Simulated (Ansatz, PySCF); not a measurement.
Dissociation curve of NaCl, singlet.

Methods: UKS-LDA (SVWN5)/6-31G* = unrestricted LDA (SVWN5)/6-31G*, spherical d (PySCF 2.14.0); RCCSD(T) = PySCF with CCSD(T) on RHF/aug-cc-pVDZ, 6 core orbitals frozen; UKS-PBE = unrestricted PBE/aug-cc-pVDZ (Ansatz, a program for electronic structure); RHF/aug-cc-pVDZ (PySCF).

Energies are in kcal/mol, each relative to the lowest point of its own curve near equilibrium.

```
R / Å  UKS-LDA (SVWN5)/6-31G*  RCCSD(T)  UKS-PBE   RHF
-----  ----------------------  --------  -------  ----
1.88                     32.9      41.9     39.1  43.4
2.02                     12.9      18.1     16.5  18.8
2.14                      4.3       7.2      6.3   7.5
2.22                      1.4       3.1      2.5   3.2
2.30                      0.1       0.9      0.6   0.8
2.36                      0.0       0.1      0.0   0.0
2.45                      0.8       0.0      0.2   0.0
2.50                      1.6       0.4      0.7   0.4
2.61                      4.1       2.0      2.6   2.2
2.73                      7.6       4.6      5.4   5.1
2.93                     14.2      10.1     11.0  10.9
3.16                     22.2      17.1     17.9  18.1
3.51                     33.5      27.5     27.9  28.6
3.89                     43.9      37.7     37.2  38.8
4.22                     51.1      45.4     43.9  46.3
4.71                     58.8      54.8     51.2  55.5
5.16                     63.4      61.8     55.6  62.2
5.77                     67.4      69.3     59.6  69.6
6.39                     70.0      75.3     62.2  75.4
7.10                     71.9      80.8     64.1  80.8
8.26                     73.8      87.5     66.1  87.5
9.37                     74.9      92.4     67.4  92.3
```

At the longest distance, 9.37 Å, RCCSD(T) lies highest above its minimum (92.4 kcal/mol) and UKS-PBE lowest (67.4 kcal/mol).

The unrestricted determinant behind UKS-LDA (SVWN5)/6-31G*, UKS-PBE is spin-contaminated at 4.71 to 9.37 Å (<S²> up to 0.5, against 0.00 for a pure singlet). The restricted form behind RHF keeps the bonding electrons paired and can't separate into open-shell fragments.
